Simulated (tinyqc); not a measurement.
Hueckel theory of the pi electrons with the omega technique, for the molecule [CH2]C=C (SMILES; centres numbered as the heavy atoms are written), step by step. One step of it, computed by the program tinyqc.

Question. Orbitals, round 1. Diagonalise; E = alpha + x beta with beta < 0, so the largest x are filled first; degenerate levels share their electrons. P = sum n_i c_ri c_si; each orbital has its largest coefficient positive (the first on a tie).

Hueckel matrix in units of beta (H = alpha + beta A), order 1C, 2C, 3C:
$$\begin{pmatrix}
0.000000 & 1.000000 & 0.000000 \\
1.000000 & 0.000000 & 1.000000 \\
0.000000 & 1.000000 & 0.000000
\end{pmatrix}$$

pi electrons, sum of z_r less the charge = 3

Give: x values; occupations; coefficients; charge and bond-order matrix P.

Answer.

x values: [1.4142, 0.0000, -1.4142]

occupations: [2.0000, 1.0000, 0.0000]

coefficients, order 1C, 2C, 3C:
$$\begin{pmatrix}
0.5000 & 0.7071 & -0.5000 \\
0.7071 & 0.0000 & 0.7071 \\
0.5000 & -0.7071 & -0.5000
\end{pmatrix}$$

charge and bond-order matrix P, order 1C, 2C, 3C:
$$\begin{pmatrix}
1.0000 & 0.7071 & 0.0000 \\
0.7071 & 1.0000 & 0.7071 \\
0.0000 & 0.7071 & 1.0000
\end{pmatrix}$$
